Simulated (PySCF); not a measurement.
**Computed data sheet: `ClCC1CC1`**

Compound: C4H7Cl.
Structure used (GFN2-xTB), in Å, numbered top down from 1:
```xyz
12
C4H7Cl angstrom
Cl     2.241   -1.545    0.361
C      1.416    0.040    0.208
C      0.111   -0.115   -0.514
C     -1.010    0.837   -0.206
C     -1.098   -0.590    0.237
H      1.269    0.413    1.221
H      2.103    0.692   -0.333
H      0.218   -0.443   -1.541
H     -0.839    1.595    0.543
H     -1.635    1.166   -1.021
H     -0.985   -0.805    1.288
H     -1.789   -1.246   -0.268
```

Some functional groups and rings: C–Cl bond and cyclopropane ring.

**GFN2-xTB geometry**

- Point group of the GFN2-xTB geometry: C1
- Rotational constants A, B, C of the GFN2-xTB geometry: 11.781, 2.066, 1.901 GHz

From PBE0/pcSseg-1 ground state and GIAO shieldings, non-relativistic (PySCF):

- Dipole moment: 2.24 D
- HOMO energy: -8.18 eV
- LUMO energy: 0.94 eV
- HOMO–LUMO gap: 9.12 eV
- Lowest Hirshfeld atomic charge: -0.09 e on Cl1/C4/C5
- Highest Hirshfeld atomic charge: +0.05 e on H6, H7, H8, H9, H10, H11, H12
- 13C chemical shifts (computed TMS as zero) by class: 57.2 (C2), 17.7 (C3), 8.0 (C4/C5) ppm
- 1H chemical shifts (computed TMS as zero) by class: 3.40 (H6/H7), 1.12 (H8), 0.65 (H10/H12), 0.26 (H9/H11) ppm
- Isotropic shieldings of nuclei other than C and H, by class: 846 (Cl1) ppm
- Mayer bond orders between heavy atoms: Cl1–C2 0.98, C2–C3 1.02, C3–C4 0.94, C4–C5 0.97, C5–C3 0.94

Monoisotopic mass (most abundant isotopes): 90.0236 u.

The dipole equals about 7.5 × 10⁻³⁰ C·m (1 D = 3.33564 × 10⁻³⁰ C·m). With B = h/(8π²I), that is 505.379 GHz u Å² over I, the principal moments of inertia are 42.9, 244.6 and 265.8 u Å² (most abundant isotopes); the inertial defect Ic − Ia − Ib is -21.7 u Å² (zero for a rigid planar frame, negative otherwise). A dipole of 2.24 D is allowed in C1, and pure rotational transitions are dipole-allowed. The rotational constants make it an asymmetric top with κ = (2B − A − C)/(A − C) = -0.97, nearer the prolate limit (−1).

Isolated species at its GFN2-xTB geometry (one conformer only). NMR classes are plain means over equivalent atoms (diastereotopic ones count apart unless rotation or inversion swaps them), as if these changed places fast; in this geometry the members of some classes differ.
